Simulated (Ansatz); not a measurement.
One change: `CC(F)C=N` becomes `COC(C)F`.

Ansatz, PBE0-D4/def2-TZVP geometries, multiplicity 1. Each molecule was computed in one conformer, which needn't be the lowest.

```tsv
property	`CC(F)C=N`
HOMO energy (ωB97M-V/def2-TZVPP) / eV	-10.15
HOMO–LUMO gap (B3LYP/def2-TZVPP) / eV	6.94
LUMO energy (PBE0/def2-TZVPP) / eV	-0.30
HOMO energy (B3LYP/def2-TZVPP) / eV	-7.52
LUMO energy (B3LYP/def2-TZVPP) / eV	-0.59
LUMO energy (PBE/def2-TZVPP) / eV	-1.43
```

Task: What does the change do to each property? (Best estimate.)

Result: Ansatz gave: 
```csv
property,`COC(C)F`,shift
HOMO energy (ωB97M-V/def2-TZVPP) / eV,-10.73,-0.58
HOMO–LUMO gap (B3LYP/def2-TZVPP) / eV,9.21,2.27
LUMO energy (PBE0/def2-TZVPP) / eV,1.52,1.82
HOMO energy (B3LYP/def2-TZVPP) / eV,-8.06,-0.54
LUMO energy (B3LYP/def2-TZVPP) / eV,1.15,1.74
LUMO energy (PBE/def2-TZVPP) / eV,0.69,2.12
```

With PBE0 the HOMO falls by 0.54 eV and the LUMO rises by 1.82 eV, so the gap widens by about 2.36 eV. PBE moves the HOMO by -0.46 eV and ωB97M-V by -0.58 eV.

B3LYP here is the variant with VWN-RPA as its local correlation; programs differ in this.
